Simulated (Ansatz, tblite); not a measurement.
Removing and adding an electron: (H3Si)2CH2 (CH₈Si₂). The state is a singlet with charge 0. Geometry: PBE-D4/def2-SVP. Ansatz, gas phase; energy differences of separate SCF runs; the oxidised species was run as a doublet alone; the reduced species was run as a doublet alone.

Cartesian coordinates in Å:
```
Si 0.010 -0.087 1.609
H 0.796 -0.859 2.635
H -1.448 -0.426 1.772
H 0.187 1.383 1.879
C 0.584 -0.500 -0.148
Si -0.369 0.394 -1.518
H -1.825 0.015 -1.468
H -0.261 1.885 -1.337
H 0.171 0.039 -2.878
H 0.492 -1.596 -0.306
H 1.663 -0.248 -0.238
```

The xTB rows come from tblite. Correlated methods freeze 11 core orbitals. In CCSD on the charge 1 doublet the largest single amplitude is 0.15, so its Hartree–Fock determinant may place the open shell otherwise than the density functionals do. HOMO above LUMO, or a gap near zero within one spin, warns that the state may not be the lowest or that an electron is smeared out.

| level | −HOMO (eV) | vertical IE (eV) | −LUMO (eV) | vertical EA (eV) | HOMO–LUMO gap (eV) | IE − EA (eV) | remarks |
| --- | --- | --- | --- | --- | --- | --- | --- |
| GFN1-xTB | 11.98 | 14.67 | 5.75 | 3.19 | 6.22 | 11.47 | – |
| GFN2-xTB | 10.74 | 13.59 | 5.14 | 2.34 | 5.60 | 11.25 | – |
| PBE-D4/def2-TZVP | 7.54 | 10.47 | 0.59 | – | 6.95 | – | gap within one spin near zero (+1 doublet) |
| PBE-D4/def2-TZVPD | 7.55 | – | 0.82 | -0.88 | 6.73 | – | HOMO above zero (-1 doublet) |
| PBE0-D4/def2-TZVPD | 8.78 | – | 0.09 | -1.05 | 8.68 | – | HOMO above zero (-1 doublet) |
| CCSD/def2-TZVPP | – | 10.98 | – | – | – | – | – |

(1) Estimate the rows for HF/def2-TZVPP, r2SCAN-D4/def2-TZVP, r2SCAN-D4/def2-TZVPD, PBE0-D4/def2-TZVP, MP2/def2-TZVPP, CCSD(T)/def2-TZVPP.

## Answers

(1) 
```tsv
level	−HOMO (eV)	vertical IE (eV)	−LUMO (eV)	vertical EA (eV)	HOMO–LUMO gap (eV)	IE − EA (eV)	remarks
HF/def2-TZVPP	–	10.14	–	–	–	–	–
r2SCAN-D4/def2-TZVP	7.83	10.60	0.13	–	7.70	–	–
r2SCAN-D4/def2-TZVPD	7.82	–	0.30	-1.05	7.53	–	HOMO above zero (-1 doublet)
PBE0-D4/def2-TZVP	8.78	10.76	-0.20	–	8.98	–	–
MP2/def2-TZVPP	–	11.19	–	–	–	–	–
CCSD(T)/def2-TZVPP	–	11.01	–	–	–	–	–
```

   A HOMO above zero means that the electron is unbound at that level or that self-interaction error raises the level; the energy of removing that electron tells which. Raw xTB energy differences between charge states are shifted by several eV; the methods need an empirical correction for them. A negative affinity means that the extra electron isn't bound; its size then hangs on the basis.
